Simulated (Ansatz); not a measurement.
# C5H12S: small, medium and large basis sets

One table from this session's results is given with a row withheld; the runs are named, their logs left out.

Computed with Ansatz 0.2.0, Gaussian basis. Level: one geometry, several basis sets.

Plan: PBE0-D4/def2-SVP; ωB97M-V/def2-SVP; PBE0-D4/def2-QZVPP; ωB97M-V/def2-QZVPP; the functionals' def2-TZVPP values are taken from earlier runs.

### The geometry

The geometry comes from an earlier relaxation with PBE0-D4 in a triple-zeta def2 set; it is a stationary point, not always the lowest conformer.

SMILES `CSC(C)(C)C`, 18 atoms, charge 0, spin multiplicity 1.

Atoms are counted from 1 here; the program's logs count them from 0.

Bond lengths: C1–S2 1.795 Å, C1–H7 1.091 Å, C1–H8 1.091 Å, C1–H9 1.091 Å, S2–C3 1.833 Å, C3–C4 1.522 Å, C3–C5 1.524 Å, C3–C6 1.522 Å, C4–H10 1.092 Å, C4–H11 1.091 Å, C4–H12 1.095 Å, C5–H13 1.092 Å, C5–H14 1.094 Å, C5–H15 1.092 Å, C6–H16 1.091 Å, C6–H17 1.095 Å, C6–H18 1.092 Å. Angles: S2–C1–H7 112.1°, S2–C1–H8 112.1°, S2–C1–H9 105.9°, H7–C1–H8 110.0°, H7–C1–H9 108.2°, H8–C1–H9 108.2°, C1–S2–C3 103.3°, S2–C3–C4 111.0°, S2–C3–C5 104.0°, S2–C3–C6 110.9°, C4–C3–C5 110.0°, C4–C3–C6 110.7°, C5–C3–C6 110.0°, C3–C4–H10 111.7°, C3–C4–H11 111.0°, C3–C4–H12 109.8°, H10–C4–H11 108.4°, H10–C4–H12 107.3° and more.

Geometry (Å):

```
C    -1.4296   -1.5505   -1.1803
S    -1.3014    0.2307   -0.9950
C     0.1325    0.4366    0.1284
C     1.3979   -0.1355   -0.4933
C     0.2650    1.9467    0.2855
C    -0.1397   -0.2056    1.4807
H    -0.5447   -1.9796   -1.6523
H    -1.6247   -2.0498   -0.2303
H    -2.2837   -1.7214   -1.8370
H     1.3288   -1.2171   -0.6276
H     1.5960    0.3196   -1.4654
H     2.2539    0.0578    0.1613
H     0.4514    2.4282   -0.6772
H     1.1026    2.1753    0.9503
H    -0.6408    2.3791    0.7166
H    -1.0460    0.2025    1.9316
H     0.6998   -0.0173    2.1578
H    -0.2545   -1.2884    1.3979
```

The first run:

Input file in.yaml:

```yaml
crystal:
  periodic: [false, false, false]
  atoms:
    - {symbol: C, position_ang: [-1.429606, -1.550519, -1.180340]}
    - {symbol: S, position_ang: [-1.301421, 0.230683, -0.995013]}
    - {symbol: C, position_ang: [0.132482, 0.436624, 0.128392]}
    - {symbol: C, position_ang: [1.397880, -0.135522, -0.493321]}
    - {symbol: C, position_ang: [0.265025, 1.946706, 0.285457]}
    - {symbol: C, position_ang: [-0.139701, -0.205624, 1.480736]}
    - {symbol: H, position_ang: [-0.544746, -1.979616, -1.652255]}
    - {symbol: H, position_ang: [-1.624677, -2.049766, -0.230292]}
    - {symbol: H, position_ang: [-2.283701, -1.721351, -1.837012]}
    - {symbol: H, position_ang: [1.328770, -1.217077, -0.627621]}
    - {symbol: H, position_ang: [1.595970, 0.319585, -1.465374]}
    - {symbol: H, position_ang: [2.253870, 0.057827, 0.161262]}
    - {symbol: H, position_ang: [0.451404, 2.428179, -0.677229]}
    - {symbol: H, position_ang: [1.102636, 2.175282, 0.950284]}
    - {symbol: H, position_ang: [-0.640842, 2.379073, 0.716593]}
    - {symbol: H, position_ang: [-1.045986, 0.202480, 1.931615]}
    - {symbol: H, position_ang: [0.699807, -0.017320, 2.157813]}
    - {symbol: H, position_ang: [-0.254467, -1.288443, 1.397906]}
basis:
  gaussian: {orbitals: def2-SVP}
hamiltonian: {xc: pbe0, dispersion: d4}
output: {orbitals: {seedname: orbitals}}
```

Run with:

```bash
$ ansatz run in.yaml --threads 2 --pin off --events-out ev --progress --plain --max-ram 32768MiB --backend cpu
```

Steps of the session up to this table: PBE0-D4 in def2-SVP; ωB97M-V in def2-SVP; PBE0-D4 in def2-QZVPP; ωB97M-V in def2-QZVPP.

One of the session's tables, all rows but one given; the rest of the session is left out.

It belongs to the step «Functionals by basis». 

| functional | basis | HOMO (eV) | LUMO (eV) |
| --- | --- | --- | --- |
| PBE0-D4 | def2-SVP | -6.07 | 1.63 |
| PBE0-D4 | def2-TZVPP | ? | ? |
| PBE0-D4 | def2-QZVPP | -6.22 | 0.53 |
| ωB97M-V | def2-SVP | -8.30 | 3.27 |
| ωB97M-V | def2-TZVPP | -8.43 | 2.49 |
| ωB97M-V | def2-QZVPP | -8.46 | 1.64 |

**Question.** Estimate the row for PBE0-D4, def2-TZVPP.

**Answer.** HOMO (eV): -6.19; LUMO (eV): 1.03. In the column «HOMO (eV)» it lies between PBE0-D4, def2-QZVPP (-6.22) and PBE0-D4, def2-SVP (-6.07).
